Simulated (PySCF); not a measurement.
**SiH2O2 (SMILES O[Si]O) at CCSD(T)/aug-cc-pVDZ**

What is the energy change on altering one bond length of SiH2O2 at CCSD(T)/aug-cc-pVDZ? The job is set up through a Python script.

The results are computed with PySCF 2.14.0.

1 further run of the same task is left out (set aside as unsound or not needed).

### 1 The structure to begin with

SiH2O2: 5 atoms, total charge 0, spin state singlet. As SMILES, `O[Si]O`. Geometry: relaxed at PBE0-D4/def2-TZVP. This is one conformer, not always the lowest.

Bond lengths: O1–Si2 1.642 Å, Si2–O3 1.663 Å, O1–H4 0.964 Å, O3–H5 0.960 Å. Angles: O1–Si2–O3 99.4°, Si2–O1–H4 117.5°, Si2–O3–H5 116.1°.

### 2 The energy at CCSD(T)/aug-cc-pVDZ

job.py reads:

```python
from pyscf import gto, cc

mol = gto.M(
    atom='''
O     -2.727253    -0.199555    -0.519675
Si    -0.400622    -1.495340     1.072798
O      1.957756     0.354324     0.129635
H     -2.327954     1.226243    -1.580000
H      3.592558    -0.024755     0.819007
''',
    verbose=4,
    spin=0,
    basis='aug-cc-pvdz',
    unit='bohr',
    max_memory=1860,
)

mf = mol.RHF()
mf.conv_tol = 1e-10
mf.kernel()
if not mf.converged:
    mf = mf.newton().run(mf.mo_coeff, mf.mo_occ)

mycc = cc.CCSD(mf, frozen=7)
mycc.kernel()
e_t = mycc.ccsd_t()
etot = mycc.e_tot + e_t
print('E = %.10f Eh' % etot)
```

Command:

```
$ OMP_NUM_THREADS=1 python job.py
```

Standard output:

```text
PySCF version 2.14.0

[INPUT] num. atoms = 5
[INPUT] num. electrons = 32
[INPUT] charge = 0
[INPUT] spin (= nelec alpha-beta = 2S) = 0
[INPUT] symmetry False subgroup None
[INPUT] Mole.unit = bohr
[INPUT] Symbol           X                Y                Z      unit          X                Y                Z       unit  Magmom
[INPUT]  1 O     -1.443200136013  -0.105599958325  -0.275000167085 AA   -2.727253000000  -0.199555000000  -0.519675000000 Bohr   0.0
[INPUT]  2 Si    -0.212000032593  -0.791299850577   0.567700253521 AA   -0.400622000000  -1.495340000000   1.072798000000 Bohr   0.0
[INPUT]  3 O      1.035999859742   0.187500186082   0.068599887738 AA    1.957756000000   0.354324000000   0.129635000000 Bohr   0.0
[INPUT]  4 H     -1.231900204870   0.648899850650  -0.836099993254 AA   -2.327954000000   1.226243000000  -1.580000000000 Bohr   0.0
[INPUT]  5 H      1.901099822508  -0.013099781856   0.433399839984 AA    3.592558000000  -0.024755000000   0.819007000000 Bohr   0.0

nuclear repulsion = 103.646248621659
number of shells = 34
number of NR pGTOs = 142
number of NR cGTOs = 91
basis = aug-cc-pvdz
ecp = {}

******** <class 'pyscf.scf.hf.RHF'> ********
method = RHF
initial guess = minao
damping factor = 0
level_shift factor = 0
DIIS = <class 'pyscf.scf.diis.CDIIS'>
diis_start_cycle = 1
diis_space = 8
diis_damp = 0
SCF conv_tol = 1e-10
SCF conv_tol_grad = None
SCF max_cycles = 50
direct_scf = True
direct_scf_tol = 1e-13
Set gradient conv threshold to 1e-05
Initial guess from minao.
init E= -439.969107797433
  HOMO = -0.263692204477449  LUMO = -0.00871289791285346  gap/eV = 6.93834
cycle= 1 E= -439.823729257312  delta_E= 0.145  |g|= 0.632  |ddm|= 2.44
  HOMO = -0.353229813382036  LUMO = 0.0328117332103659  gap/eV = 10.50473
cycle= 2 E= -439.878001390977  delta_E= -0.0543  |g|= 0.404  |ddm|= 0.793
  HOMO = -0.362906080219745  LUMO = 0.0355008942342557  gap/eV = 10.84121
cycle= 3 E= -439.908418273592  delta_E= -0.0304  |g|= 0.0421  |ddm|= 0.254
  HOMO = -0.35833031254737  LUMO = 0.0369295338859423  gap/eV = 10.75557
cycle= 4 E= -439.909145255192  delta_E= -0.000727  |g|= 0.00863  |ddm|= 0.104
  HOMO = -0.358532750761001  LUMO = 0.0366078722351375  gap/eV = 10.75232
cycle= 5 E= -439.909197664253  delta_E= -5.24e-05  |g|= 0.00228  |ddm|= 0.0321
  HOMO = -0.358449609609853  LUMO = 0.0366031210149744  gap/eV = 10.74993
cycle= 6 E= -439.909200902522  delta_E= -3.24e-06  |g|= 0.00121  |ddm|= 0.00737
  HOMO = -0.358430879094043  LUMO = 0.0365904968947683  gap/eV = 10.74908
cycle= 7 E= -439.909201370629  delta_E= -4.68e-07  |g|= 0.000226  |ddm|= 0.00192
  HOMO = -0.358411734282686  LUMO = 0.0365925548086485  gap/eV = 10.74861
cycle= 8 E= -439.90920140899  delta_E= -3.84e-08  |g|= 3.98e-05  |ddm|= 0.000693
  HOMO = -0.358407805461865  LUMO = 0.0365928633028672  gap/eV = 10.74852
cycle= 9 E= -439.909201410124  delta_E= -1.13e-09  |g|= 1.04e-05  |ddm|= 0.000104
  HOMO = -0.358408153603421  LUMO = 0.0365930953717957  gap/eV = 10.74853
cycle= 10 E= -439.909201410204  delta_E= -7.94e-11  |g|= 2.89e-06  |ddm|= 3.15e-05
  HOMO = -0.358408019456524  LUMO = 0.0365930424860732  gap/eV = 10.74853
Extra cycle  E= -439.909201410211  delta_E= -6.82e-12  |g|= 1.32e-06  |ddm|= 5.67e-06
converged SCF energy = -439.909201410211

******** <class 'pyscf.cc.ccsd.CCSD'> ********
CC2 = 0
CCSD nocc = 9, nmo = 84
frozen orbitals 7
max_cycle = 50
direct = 0
conv_tol = 1e-07
conv_tol_normt = 1e-05
diis_space = 6
diis_start_cycle = 0
diis_start_energy_diff = 1e+09
Init t2, MP2 energy = -440.401612351723  E_corr(MP2) -0.492410941512082
Init E_corr(CCSD) = -0.492410941512967
cycle = 1  E_corr(CCSD) = -0.492589988321546  dE = -0.000179046809  norm(t1,t2) = 0.0706253
cycle = 2  E_corr(CCSD) = -0.506707931159384  dE = -0.0141179428  norm(t1,t2) = 0.0234389
cycle = 3  E_corr(CCSD) = -0.507117523806118  dE = -0.000409592647  norm(t1,t2) = 0.0133218
cycle = 4  E_corr(CCSD) = -0.509600525052063  dE = -0.00248300125  norm(t1,t2) = 0.00558421
cycle = 5  E_corr(CCSD) = -0.509607726424585  dE = -7.20137252e-06  norm(t1,t2) = 0.00113752
cycle = 6  E_corr(CCSD) = -0.509502717964965  dE = 0.00010500846  norm(t1,t2) = 0.000484914
cycle = 7  E_corr(CCSD) = -0.509492462295989  dE = 1.0255669e-05  norm(t1,t2) = 0.000136964
cycle = 8  E_corr(CCSD) = -0.509498614835719  dE = -6.15253973e-06  norm(t1,t2) = 5.57295e-05
cycle = 9  E_corr(CCSD) = -0.509500015742804  dE = -1.40090709e-06  norm(t1,t2) = 2.37381e-05
cycle = 10  E_corr(CCSD) = -0.509499925185935  dE = 9.05568688e-08  norm(t1,t2) = 6.39765e-06
CCSD converged
E(CCSD) = -440.4187013353966  E_corr = -0.5094999251859353
CCSD(T) correction = -0.0158861296088036
E = -440.4345874650 Eh
```

Run time: 21 s. Hardware: 1 thread of Intel Xeon at 2.70GHz, shared host; peak memory 0.46 GiB.

### 3 The distorted shape at the same level

input.xyz reads:

```xyz
5

O     -1.875757    -0.005298    -0.457403
Si    -0.644557    -0.690998     0.385297
O      0.603443     0.287802    -0.113803
H     -1.664457     0.749202    -1.018503
H      1.901100    -0.013100     0.433400
```

run.py reads:

```python
from pyscf import gto, scf, cc

molecule = gto.M(
    atom='input.xyz',
    verbose=4,
    max_memory=1860,
    spin=0,
    basis='aug-cc-pvdz',
)

mf = scf.RHF(molecule)
mf.conv_tol = 1e-10
mf.kernel()
if not mf.converged:
    mf = mf.newton().run(mf.mo_coeff, mf.mo_occ)

mycc = cc.CCSD(mf, frozen=7)
mycc.kernel()
e_t = mycc.ccsd_t()
etot = mycc.e_tot + e_t
print(f'total energy: {etot:.8f} hartree')
```

Command:

```
$ OMP_NUM_THREADS=1 python run.py
```

Standard output:

```text
PySCF version 2.14.0

[INPUT] num. atoms = 5
[INPUT] num. electrons = 32
[INPUT] charge = 0
[INPUT] spin (= nelec alpha-beta = 2S) = 0
[INPUT] symmetry False subgroup None
[INPUT] Mole.unit = angstrom
[INPUT] Symbol           X                Y                Z      unit          X                Y                Z       unit  Magmom
[INPUT]  1 O     -1.875757000000  -0.005298000000  -0.457403000000 AA   -3.544667006236  -0.010011769008  -0.864366398554 Bohr   0.0
[INPUT]  2 Si    -0.644557000000  -0.690998000000   0.385297000000 AA   -1.218036201671  -1.305796972622   0.728105806617 Bohr   0.0
[INPUT]  3 O      0.603443000000   0.287802000000  -0.113803000000 AA    1.140342001786   0.543866958102  -0.215056502154 Bohr   0.0
[INPUT]  4 H     -1.664457000000   0.749202000000  -1.018503000000 AA   -3.145367876115   1.415786591976  -1.924691727048 Bohr   0.0
[INPUT]  5 H      1.901100000000  -0.013100000000   0.433400000000 AA    3.592558335411  -0.024755412232   0.819007302386 Bohr   0.0

nuclear repulsion = 101.53826434115
number of shells = 34
number of NR pGTOs = 142
number of NR cGTOs = 91
basis = aug-cc-pvdz
ecp = {}

******** <class 'pyscf.scf.hf.RHF'> ********
method = RHF
initial guess = minao
damping factor = 0
level_shift factor = 0
DIIS = <class 'pyscf.scf.diis.CDIIS'>
diis_start_cycle = 1
diis_space = 8
diis_damp = 0
SCF conv_tol = 1e-10
SCF conv_tol_grad = None
SCF max_cycles = 50
direct_scf = True
direct_scf_tol = 1e-13
Set gradient conv threshold to 1e-05
[... 1 set-up line as earlier in the session ...]
init E= -439.61795333833
  HOMO = -0.258344778666367  LUMO = -0.0541734500048134  gap/eV = 5.55578
cycle= 1 E= -439.685262183172  delta_E= -0.0673  |g|= 0.694  |ddm|= 2.31
  HOMO = -0.318685521667317  LUMO = 0.00170441615377648  gap/eV = 8.71825
cycle= 2 E= -439.736259708038  delta_E= -0.051  |g|= 0.57  |ddm|= 0.971
  HOMO = -0.351603585442444  LUMO = -0.00217845923535442  gap/eV = 9.50834
cycle= 3 E= -439.799253686823  delta_E= -0.063  |g|= 0.0583  |ddm|= 0.368
  HOMO = -0.349245708998688  LUMO = 0.00983951776369096  gap/eV = 9.77121
cycle= 4 E= -439.800848272668  delta_E= -0.00159  |g|= 0.0344  |ddm|= 0.113
  HOMO = -0.35037270687298  LUMO = 0.0115285994380248  gap/eV = 9.84784
cycle= 5 E= -439.801277754984  delta_E= -0.000429  |g|= 0.00975  |ddm|= 0.0484
  HOMO = -0.351109836433837  LUMO = 0.0123525541714535  gap/eV = 9.89032
cycle= 6 E= -439.801368118484  delta_E= -9.04e-05  |g|= 0.00355  |ddm|= 0.0243
  HOMO = -0.351198894356761  LUMO = 0.0127886782657436  gap/eV = 9.90461
cycle= 7 E= -439.801386219524  delta_E= -1.81e-05  |g|= 0.00127  |ddm|= 0.0115
  HOMO = -0.35123714062962  LUMO = 0.0129189538585432  gap/eV = 9.90919
cycle= 8 E= -439.801388628353  delta_E= -2.41e-06  |g|= 0.000398  |ddm|= 0.00466
  HOMO = -0.351213826926473  LUMO = 0.0128977458421966  gap/eV = 9.90798
cycle= 9 E= -439.801388854584  delta_E= -2.26e-07  |g|= 0.00011  |ddm|= 0.00144
  HOMO = -0.351213742781723  LUMO = 0.012894104166377  gap/eV = 9.90788
cycle= 10 E= -439.801388870009  delta_E= -1.54e-08  |g|= 2.73e-05  |ddm|= 0.000426
  HOMO = -0.351209184353025  LUMO = 0.0128899710834682  gap/eV = 9.90764
cycle= 11 E= -439.801388870817  delta_E= -8.08e-10  |g|= 7.7e-06  |ddm|= 9.04e-05
  HOMO = -0.351209087826784  LUMO = 0.0128900537529741  gap/eV = 9.90764
cycle= 12 E= -439.80138887089  delta_E= -7.34e-11  |g|= 1.96e-06  |ddm|= 2.7e-05
  HOMO = -0.351208914620573  LUMO = 0.0128899622170469  gap/eV = 9.90764
Extra cycle  E= -439.801388870896  delta_E= -5.46e-12  |g|= 9.79e-07  |ddm|= 4.5e-06
converged SCF energy = -439.801388870896

******** <class 'pyscf.cc.ccsd.CCSD'> ********
CC2 = 0
CCSD nocc = 9, nmo = 84
frozen orbitals 7
max_cycle = 50
direct = 0
conv_tol = 1e-07
conv_tol_normt = 1e-05
diis_space = 6
diis_start_cycle = 0
diis_start_energy_diff = 1e+09
Init t2, MP2 energy = -440.316860745989  E_corr(MP2) -0.515471875093146
Init E_corr(CCSD) = -0.515471875093792
cycle = 1  E_corr(CCSD) = -0.50833361601105  dE = 0.00713825908  norm(t1,t2) = 0.0818072
cycle = 2  E_corr(CCSD) = -0.527323908368085  dE = -0.0189902924  norm(t1,t2) = 0.0303483
cycle = 3  E_corr(CCSD) = -0.527246029117402  dE = 7.78792507e-05  norm(t1,t2) = 0.0178561
cycle = 4  E_corr(CCSD) = -0.530636920991721  dE = -0.00339089187  norm(t1,t2) = 0.00751377
cycle = 5  E_corr(CCSD) = -0.530895000749252  dE = -0.000258079758  norm(t1,t2) = 0.00197192
cycle = 6  E_corr(CCSD) = -0.530831175439624  dE = 6.38253096e-05  norm(t1,t2) = 0.000841492
cycle = 7  E_corr(CCSD) = -0.530769360326883  dE = 6.18151127e-05  norm(t1,t2) = 0.000312589
cycle = 8  E_corr(CCSD) = -0.530773474957215  dE = -4.11463033e-06  norm(t1,t2) = 0.000134997
cycle = 9  E_corr(CCSD) = -0.530780586534675  dE = -7.11157746e-06  norm(t1,t2) = 6.1374e-05
cycle = 10  E_corr(CCSD) = -0.530778943199336  dE = 1.64333534e-06  norm(t1,t2) = 2.4149e-05
cycle = 11  E_corr(CCSD) = -0.530779034946077  dE = -9.17467404e-08  norm(t1,t2) = 1.30169e-05
cycle = 12  E_corr(CCSD) = -0.530779175432469  dE = -1.40486393e-07  norm(t1,t2) = 7.12214e-06
cycle = 13  E_corr(CCSD) = -0.530779201185312  dE = -2.57528424e-08  norm(t1,t2) = 3.90617e-06
CCSD converged
E(CCSD) = -440.3321680720809  E_corr = -0.5307792011853119
CCSD(T) correction = -0.0190016570446481
total energy: -440.35116973 hartree
```

Run time: 19 s. Hardware: 1 thread of Intel Xeon at 2.70GHz, shared host; peak memory 0.44 GiB.

### 4 Outcome

At CCSD(T)/aug-cc-pVDZ, 7 core orbitals frozen:

| quantity | value |
| --- | --- |
| first shape: total energy | -440.43459 Eh |
| first shape: dipole moment (Hartree–Fock density) | 1.86 D |
| first shape: HOMO energy (Hartree–Fock orbitals) | -9.75 eV |
| first shape: LUMO energy (Hartree–Fock orbitals) | 1.00 eV |
| first shape: HOMO–LUMO gap (Hartree–Fock orbitals) | 10.75 eV |
| first shape: correlation energy (7 core orbitals frozen) | -525.4 mEh |
| first shape: (T) correction | -15.89 mEh |
| first shape: T1 diagnostic | 0.017 |
| distorted shape: total energy | -440.35117 Eh |
| distorted shape: dipole moment (Hartree–Fock density) | 2.48 D |
| distorted shape: HOMO energy (Hartree–Fock orbitals) | -9.56 eV |
| distorted shape: LUMO energy (Hartree–Fock orbitals) | 0.35 eV |
| distorted shape: HOMO–LUMO gap (Hartree–Fock orbitals) | 9.91 eV |
| distorted shape: correlation energy (7 core orbitals frozen) | -549.8 mEh |
| distorted shape: (T) correction | -19.00 mEh |
| distorted shape: T1 diagnostic | 0.020 |
| energy change with the O3–H5 bond stretched from 0.960 to 1.440 Å | 2.270 eV |

In words: One bond (distorted shape) is far stretched, which a spin-restricted single reference describes badly; perturbation theory on it can break down and give far too much correlation. With the O3–H5 bond stretched from 0.960 to 1.440 Å the energy rises by 2.27 eV (52 kcal/mol). The first shape isn't relaxed at this level, so the change isn't measured from a minimum. A restricted reference can't describe the breaking bond well at this length. Mulliken charges (first shape) of the mean-field density run from -0.85 on O3 to +1.31 on Si2; in a basis this large or diffuse they mean little. The triples (first shape) make up 3.0 % of the correlation energy. Mulliken charges (distorted shape) of the mean-field density run from -1.05 on O3 to +1.26 on Si2; in a basis this large or diffuse they mean little. The triples (distorted shape) make up 3.5 % of the correlation energy.
